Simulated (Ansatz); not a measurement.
Isomers

Structures of CH5AlSi, closed shell, relaxed at PBE0-D4/def2-TZVP (vibrations not checked; lower isomers may exist, and structures with a doubtful reference or unclear bonds are left out). Computed with Ansatz 0.2.0 (basis: def2-TZVPP); correlated methods freeze the cores. B3LYP uses VWN-RPA correlation.

(1) Rank them by CCSD(T) energy, lowest first, and give each one's height above the lowest. Links in brackets join atoms within 1.22 times the sum of their covalent radii (1.1 for two metals). (An estimate is asked for; the value comes from the calculation.)
A.
CH₅AlSi ([CH3][Si][AlH2])
```
8
angstrom
C -1.2103 0.6604 -0.8752
Si 0.5919 0.9556 -0.3168
Al 1.1644 -1.3304 0.5053
H -1.7110 1.5931 -1.1408
H -1.8377 0.1009 -0.1768
H -1.1478 0.0466 -1.7867
H 1.0404 -1.7099 2.0540
H 1.8453 -2.4174 -0.4503
```
B.
CH₅AlSi ([CH2]1[AlH][SiH2]1)
```
8
angstrom
C 0.3346 -0.6760 0.3621
Al 0.1553 1.1769 0.9446
Si -0.6066 0.2395 -1.0445
H -2.0381 -0.1626 -1.1279
H -0.0018 0.2075 -2.4045
H 0.4902 2.1419 2.1513
H 1.3754 -0.8737 0.0734
H -0.0890 -1.5809 0.7959
```
C.
CH₅AlSi ([AlH2][CH][SiH2])
```
8
angstrom
Al -1.3887 0.6226 -0.5017
C 0.4084 0.6423 0.1429
Si 1.1923 -0.8441 0.4327
H -2.0697 -0.7951 -0.7382
H -2.1897 1.9617 -0.7968
H 0.9555 1.5629 0.3337
H 2.5800 -1.0145 0.9316
H 0.5119 -2.1359 0.1958
```

(2) Do PBE-D4, r2SCAN-D4, PBE0-D4, B3LYP-D4, wB97M-V, HF, MP2 give the same order? (A judgement: the text doesn't fix the answer.)

No T1 diagnostic of these runs exceeds 0.015. The restricted Hartree–Fock reference is unstable towards an unrestricted one at one or more of these structures.

For scale, one of the runs: CCSD(T)/def2-TZVPP, 185 basis functions, launched by `ansatz run in.yaml --threads 2 --pin off --events-out ev --progress --plain --max-ram 4352MiB`. Time: 22 s of wall clock on 2 CPU threads of an Arm Neoverse V1; the host was shared. Peak host memory: 1.7 GiB.

Answers

(1) The calculation gives: C (0.0 kJ/mol), B (9.4 kJ/mol), A (61.8 kJ/mol). Heights count from the lowest.

(2) The calculation gives: Lowest first: PBE-D4 B < C < A; r2SCAN-D4 B < C < A; PBE0-D4 B < C < A. The others agree with CCSD(T).
